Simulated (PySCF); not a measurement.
**Basis-set dependence of LiS at PBE0**

PySCF, UKS reference; doublet, unpaired electrons π ↑; De to Li + S without counterpoise correction.

| basis | relativity | functions | Re (Å) | ωe (cm⁻¹) | De (eV) | μ (D) |
| --- | --- | --- | --- | --- | --- | --- |
| STO-3G | no relativity | 14 | 2.019 | 766 | 3.68 | -2.29 |
| pcseg-1 | no relativity | 27 | 2.161 | 575 | 3.08 | -7.26 |
| 6-311G(d,p) | no relativity | 44 | 2.153 | 575 | 3.12 | -7.25 |
| def2-TZVP | no relativity | 51 | 2.145 | 587 | 3.07 | -7.01 |
| x2c-TZVPPall | spin-free X2C | 61 | 2.144 | 589 | 3.08 | -6.88 |

Q: How does each smaller set differ from the one with most functions, x2c-TZVPPall?

A: STO-3G: -12.5 pm, +30.1 % in ωe, +0.60 eV in De; pcseg-1: +1.7 pm, -2.4 % in ωe, +0.00 eV in De; 6-311G(d,p): +0.9 pm, -2.4 % in ωe, +0.04 eV in De; def2-TZVP: +0.1 pm, -0.3 % in ωe, -0.01 eV in De. All at PBE0; the set with most functions is neither the basis-set limit nor always the best. The rows treat relativity differently, so the differences are not basis effects alone.

A positive dipole means Li(−)S(+). STO-3G is very small, so such numbers show the basis as much as the molecule. The state was picked by a PBE0 search and need not be the measured ground state.
